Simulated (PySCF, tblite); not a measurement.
# C3H10P2S: geometry, infrared bands and NMR shifts

Aim: predict the infrared bands and NMR shifts of C3H10P2S (`CP(C)(=S)CP`).

Computed with tblite 0.8.0 and PySCF 2.14.0, with density-fitted response routines of our own, on a single molecule in the gas phase. Atoms are numbered from 0 throughout.

**1. The starting structure**

16 atoms, charge 0, multiplicity 1; geometry from: force field or distance geometry start.

Bonds of the start (Å): C0–P1 1.80, P1–C2 1.79, P1–S3 1.74, P1–C4 1.82, C4–P5 1.84, C0–H6 1.12, C0–H7 1.12, C0–H8 1.12, C2–H9 1.12, C2–H10 1.11, C2–H11 1.11, C4–H12 1.11, C4–H13 1.11, P5–H14 1.46, P5–H15 1.44.

**2. Optimising the geometry with GFN2-xTB**

The job: settings as JSON, then the geometry in Å.

```
{"job": {"kind": "relax", "xc": "GFN2-xTB", "basis": "xTB"}, "charge": 0, "multiplicity": 1}
C     -0.729400     1.711200     0.078000
P     -0.530200    -0.070300     0.288600
C     -1.744700    -1.041000    -0.602500
S     -0.551700    -0.450800     1.983100
C      1.090000    -0.530900    -0.411100
P      2.355300     0.077600     0.776500
H     -1.197000     1.951700    -0.914800
H      0.260700     2.229700     0.122300
H     -1.435500     2.130300     0.836000
H     -1.632700    -2.098700    -0.265700
H     -2.772300    -0.663900    -0.428000
H     -1.454100    -1.020200    -1.675600
H      1.161600    -0.067400    -1.413500
H      1.089300    -1.635700    -0.492600
H      2.435900    -0.833700     1.910700
H      3.647100     0.321000     0.197100
```

Command:

```bash
$ OMP_NUM_THREADS=1 python probes_run.py task.json out
```

One launch serves the whole session: the jobs run in the order shown.

**Question.** This job is followed by: GFN2-xTB harmonic vibrations, gas phase; GIAO PBE0/pcSseg-1 NMR shielding, non-relativistic, gas phase. Predict these results of the whole session: strongest single infrared mode (GFN2-xTB); zero-point energy (GFN2-xTB); ¹³C shifts against TMS (PBE0/pcSseg-1, means over atoms taken as alike); ¹H shifts against TMS (PBE0/pcSseg-1, means over atoms taken as alike); ³¹P shifts against H3PO4 (PBE0/pcSseg-1); ³³S shifts against CS2 (PBE0/pcSseg-1); surface potential, 1st and 99th percentile.

As calculated:

| quantity | value |
| --- | --- |
| strongest single infrared mode (GFN2-xTB) | 912 cm⁻¹, 197 km/mol |
| zero-point energy (GFN2-xTB) | 75.0 kcal/mol |
| ¹³C shifts against TMS (PBE0/pcSseg-1, means over atoms taken as alike) | 27.0, 26.3 ppm |
| ¹H shifts against TMS (PBE0/pcSseg-1, means over atoms taken as alike) | 3.13, 1.92, 1.61 ppm |
| ³¹P shifts against H3PO4 (PBE0/pcSseg-1) | 19.4, -208.9 ppm |
| ³³S shifts against CS2 (PBE0/pcSseg-1) | -232 ppm |
| surface potential, 1st and 99th percentile | -1.37 V and 1.36 V |

What this shows: The optimisation took 107 steps and gained 2.369 eV; among the close pairs (by a distance rule), P1–S3 changed most, from 1.737 to 1.937 Å. No mode is imaginary among the 42: a minimum at this level. The strongest single mode, at 912 cm⁻¹, is spread over several atoms, P1, H14, H6, H11 among them. GFN2-xTB is a fitted tight-binding method: band positions and strengths are rough. Its intensities can rank the bands wrongly.
